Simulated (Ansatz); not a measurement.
The same path of FH3Si + H4Si (10 atoms, charge 0, multiplicity 1) was run twice with different band settings. Lost on the way: Si1–F2, Si6–H10. Made: Si1–Si6, F2–H10.

Level of theory: Ansatz, RKS PBE0/def2-SVP.

Relaxed end points:

```xyz
10
Properties=species:S:1:pos:R:3
Si 0.691 -0.029 -0.250
F 1.009 0.021 1.344
H 1.978 0.095 -0.989
H -0.211 1.106 -0.591
H 0.036 -1.329 -0.564
Si -3.124 0.027 1.413
H -3.219 -0.861 0.216
H -4.075 -0.447 2.461
H -3.469 1.425 1.017
H -1.730 -0.008 1.945
```

```xyz
10
Properties=species:S:1:pos:R:3
Si -0.373 -0.081 -0.484
F -0.051 0.032 2.608
H 0.612 0.956 -0.068
H -0.602 0.034 -1.959
H 0.165 -1.446 -0.200
Si -2.416 0.217 0.638
H -3.584 -0.131 -0.229
H -2.488 -0.698 1.832
H -2.577 1.617 1.130
H -0.798 -0.501 2.735
```

Common settings: spring 5.0 eV/Å²; optimiser quadratic models (default); start path through a guess of the saddle point; force threshold 0.05 eV/Å; iteration limit 60; end points relaxed.

| run | movable images | climbing image |
| --- | --- | --- |
| 1 | 7 | yes |
| 2 | 4 | no |

**Question.** What does each run give, and how far can it be trusted?

**Answer.** Run 1: converged after 29 iterations, highest image 2.611 eV above the first end. Neighbouring images differ by up to 1.8 eV, so the band resolves the path poorly. A vibrational analysis at the climbing image gives one clearly imaginary mode, 1143i cm⁻¹: a first-order saddle point.
Run 2: converged after 35 iterations, highest image 1.054 eV above the first end. No image climbed, so the highest image needn't sit at the top of the path. A band with more images between the same ends climbed to 2.61 eV, so this one has probably stepped over the top.
The orbitals stay closed-shell, which can raise the energy where a bond breaks towards radicals; this wasn't checked here.
